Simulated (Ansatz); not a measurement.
Reactions of `CC1(Cl)CC1F`.

Calculated with Ansatz (gas phase, PBE0-D4/def2-TZVP geometries, no zero-point term in ΔE). CCSD(T)/CBS is the MP2 limit (def2-TZVPP, def2-QZVPP) plus CCSD(T) − MP2 in def2-TZVPP, frozen cores. This one scheme is used for every species, atoms too. Double bonds are as drawn, so ΔE can hold a change between cis and trans. Functionals use def2-TZVPP. No spin–orbit coupling; open shells (•) take unrestricted orbitals. Spin–orbit coupling would lower the free atoms: a little for C, Cl, F. Each species was taken in one conformer, which may not be the lowest.

```
                                                reaction  ωB97X-V (eV)  r2SCAN-D4 (eV)  CCSD/CBS(def2) (eV)  CCSD(T)/CBS(def2) (eV)
                  `C[C@@]1(Cl)C[C@H]1F` → `CC/C=C(\F)Cl`         -0.16           -0.29                -0.27                   -0.29
                  `C[C@@]1(Cl)C[C@H]1F` → `C=C(C)C(F)Cl`         -0.26           -0.37                -0.42                   -0.44
`C[C@@]1(Cl)C[C@H]1F` + H–F → `C[C@@]1(F)C[C@H]1F` + HCl          0.09            0.10                 0.20                    0.24
          `C[C@@]1(Cl)C[C@H]1F` → 4 C• + Cl• + F• + 6 H•         49.46           49.56                48.38                   49.19
                    `C[C@@]1(Cl)C[C@H]1F` → `C=CCC(F)Cl`         -0.19           -0.26                -0.35                   -0.36
                  `C[C@@]1(Cl)C[C@H]1F` → `C/C(Cl)=C/CF`         -0.24           -0.35                -0.40                   -0.41
                `C[C@@]1(Cl)C[C@H]1F` → `C/C(F)=C(/C)Cl`         -0.42           -0.56                -0.53                   -0.55
                  `C[C@@]1(Cl)C[C@H]1F` → `C=CC(C)(F)Cl`         -0.34           -0.45                -0.50                   -0.52
```

Largest T1 diagnostic: 0.011, for `CC/C=C(\F)Cl`.
